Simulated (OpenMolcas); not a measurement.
How methods differ on PH2 (SMILES [PH2])

PH2: 3 atoms, total charge 0, spin state doublet. As SMILES, `[PH2]`. The coordinates come from a GFN2-xTB relaxation.

```xyz
3

P     0.5145   -0.3028    0.2527
H     0.1115    1.0274    0.1724
H    -0.6260   -0.7246   -0.4251
```

Each level gives the energy change with the P1–H3 bond stretched from 1.392 to 2.436 Å (eV). The values are calculated.

```csv
level,kind,program,value (eV),less FCI/3-21G,CPU time (all runs)
USVWN5/3-21G,LDA,OpenMolcas,2.30,+0.44,6.8 s
U-r2SCAN/3-21G,meta-GGA,OpenMolcas,2.28,+0.42,12 s
UB3LYP/3-21G,global hybrid,OpenMolcas,2.34,+0.48,9.2 s
UPBE0/3-21G,global hybrid,OpenMolcas,2.37,+0.51,9.5 s
"CASPT2(7,6)/3-21G",multireference,OpenMolcas,1.84,-0.02,4.9 s
"CASSCF(3,3)/3-21G",multireference,OpenMolcas,1.76,-0.10,5.3 s
"MC-PDFT[tPBE](7,6)/3-21G",multireference,OpenMolcas,2.22,+0.36,5.2 s
FCI/3-21G,exact in the basis,OpenMolcas,1.86,0.00,8.1 s
```

FCI/3-21G is exact within its basis and frozen core, so for wave-function methods in that basis the difference is their error; functionals converge differently with the basis, so for them it is only a difference. The first shape isn't each level's own minimum. The values span 1.76 to 2.37 eV. Spin contamination of the reference (⟨S²⟩ at least 0.1 too high) touches U-r2SCAN/3-21G, UB3LYP/3-21G, UPBE0/3-21G. All rows use very small basis sets, so even the best lies far from the true value. CPU times are rough (shared hosts, several kinds of processor): they show what a rung costs within a factor of a few.
